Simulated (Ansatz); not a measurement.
# Worked example: correlation energy of ZnH, quartet

Geometry: that of the ZnH, doublet, kept fixed. The doublet lies 6.8 eV lower here.

```csv
atom,x (Å),y (Å),z (Å)
Zn,0.0000,0.0000,0.0000
H,0.0000,0.0000,1.6172
```

Basis def2-SVP; Ansatz 0.2.0. Correlated methods freeze the noble-gas cores, which leaves 13 electrons in 27 orbitals. Prefix R: restricted or restricted open-shell reference; prefix U: unrestricted. No spin–orbit coupling is included, and no scalar relativity. The metal's outer-core shells are frozen, which leaves out core–valence correlation.

Full CI isn't at hand for all of this; UCCSDTQ serves as the reference, and is uncertain by about the last step of the cluster series.

Runs differ by some tens of microhartree through their thresholds and, for an open shell, their frozen cores, so steps under 0.03 kcal/mol mean nothing.

```
    level  total energy (hartree)
      UHF            -1777.864803
     UMP2            -1778.136804
    UCCSD            -1778.117158
 UCCSD(T)            -1778.124017
   UCCSDT            -1778.123793
UCCSDT(Q)            -1778.122700
  UCCSDTQ            -1778.123065
```

Problem. What is the correlation energy at UCCSDTQ, and what share of it do UMP2 and UCCSDT(Q) recover?

Solution. E(corr) = -1778.123065 − (-1777.864803) = -0.258262 hartree = -7.028 eV. UMP2: -0.272001 / -0.258262 = 105.32 %. UCCSDT(Q): -0.257897 / -0.258262 = 99.86 %.

Problem. By how many kcal/mol does UCCSD(T) miss UCCSDTQ (1 hartree = 627.509 kcal/mol), and which steps make up the rest?

Solution. -1778.124017 − (-1778.123065) = -0.000952 hartree = -0.60 kcal/mol. Steps: UCCSDT − UCCSD(T) = 0.14, UCCSDT(Q) − UCCSDT = 0.69, UCCSDTQ − UCCSDT(Q) = -0.23 kcal/mol. That is within 1 kcal/mol of the reference in this basis, which itself misses far more of the correlation at the basis-set limit.
